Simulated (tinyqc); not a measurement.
Worked calculation: extended Hueckel theory, for H2S+. The parameters take no account of the charge, which enters only through the electron count. Computed by tinyqc, a small Python program that keeps every step (integrals from PySCF). Settings: charge = 1, K = 1.75, weighted = 1, multiplicity = 2. Command: `OMP_NUM_THREADS=1 python tinyqc.py 25216 25217 out.jsonl` (the two numbers bound the seeds that draw the settings). One thread of a shared host (Intel(R) Xeon(R) Processor @ 2.60GHz), about 0.01 s of CPU time with the checks.

## Overlaps

Geometry (angstrom):
```
atom         x          y         z
S     0.000000   0.000000  0.000000
H     0.000000   0.923000  0.839000
H     0.000000  -0.992000  0.902000
```

Parameters chosen for this run:
```
element  shell  Slater exponent   H_ii (eV)
H           1s         1.300000  -13.600000
S           3s         2.122000  -20.000000
S           3p         1.827000  -13.300000
```

Slater orbitals, each expanded in six Gaussians scaled to its exponent.

overlap S:
```
           1S 3s    1S 3px     1S 3py    1S 3pz     2H 1s      3H 1s
1S 3s   1.000000  0.000000   0.000000  0.000000  0.419788   0.372175
1S 3px  0.000000  1.000000   0.000000  0.000000  0.000000   0.000000
1S 3py  0.000000  0.000000   1.000000  0.000000  0.382082  -0.356152
1S 3pz  0.000000  0.000000   0.000000  1.000000  0.347309   0.323840
2H 1s   0.419788  0.000000   0.382082  0.347309  1.000000   0.118235
3H 1s   0.372175  0.000000  -0.356152  0.323840  0.118235   1.000000
```

## Wolfsberg-Helmholz matrix

diagonal H_ii (eV): 1S 3s -20.000000, 1S 3px -13.300000, 1S 3py -13.300000, 1S 3pz -13.300000, 2H 1s -13.600000, 3H 1s -13.600000

K = 1.750000

H_ij = K' S_ij (H_ii + H_jj)/2 for i != j (the diagonal keeps H_ii), with K' = K + D^2 + D^4 (1 - K), D = (H_ii - H_jj)/(H_ii + H_jj), K = 1.75.

H (eV):
```
             1S 3s      1S 3px      1S 3py      1S 3pz       2H 1s       3H 1s
1S 3s   -20.000000    0.000000    0.000000    0.000000  -12.590674  -11.162636
1S 3px    0.000000  -13.300000    0.000000    0.000000    0.000000    0.000000
1S 3py    0.000000    0.000000  -13.300000    0.000000   -8.993888    8.383520
1S 3pz    0.000000    0.000000    0.000000  -13.300000   -8.175376   -7.622919
2H 1s   -12.590674    0.000000   -8.993888   -8.175376  -13.600000   -2.813985
3H 1s   -11.162636    0.000000    8.383520   -7.622919   -2.813985  -13.600000
```

## Orbitals

valence electrons = 7

Solve H C = S C e through S^(-1/2); fill by pairs from the bottom, a degenerate level sharing its electrons equally; each orbital has its largest coefficient positive (the first on a tie).

orbital energies (eV): -22.244462  -16.632666  -14.612132  -13.300000  0.341822  10.794926

occupations: 2.000000  2.000000  2.000000  1.000000  0.000000  0.000000

coefficients:
```
             MO1        MO2        MO3       MO4        MO5        MO6
1S 3s   0.726226  -0.014962  -0.407478  0.000000  -0.159102  -0.911257
1S 3px  0.000000   0.000000   0.000000  1.000000   0.000000   0.000000
1S 3py  0.002635   0.605905   0.017258  0.000000   1.004562  -0.275613
1S 3pz  0.025767  -0.007255   0.823307  0.000000  -0.181435  -0.825232
2H 1s   0.280059   0.377626   0.177508  0.000000  -0.601879   1.086761
3H 1s   0.249337  -0.415804   0.183309  0.000000   0.965544   0.622802
```

sum of one-electron energies = -120.278520 eV

## Mulliken analysis

P = C n C^T; charge = valence electrons (H 1, S 6) minus the sum of (P S)_ii on the atom; overlap population = 2 sum P_ij S_ij between two atoms.

charges: 1S 0.768641, 2H 0.120176, 3H 0.111184

Overlap populations:
```
pair      value
2-1    0.775321
3-1    0.728824
3-2   -0.025846
```
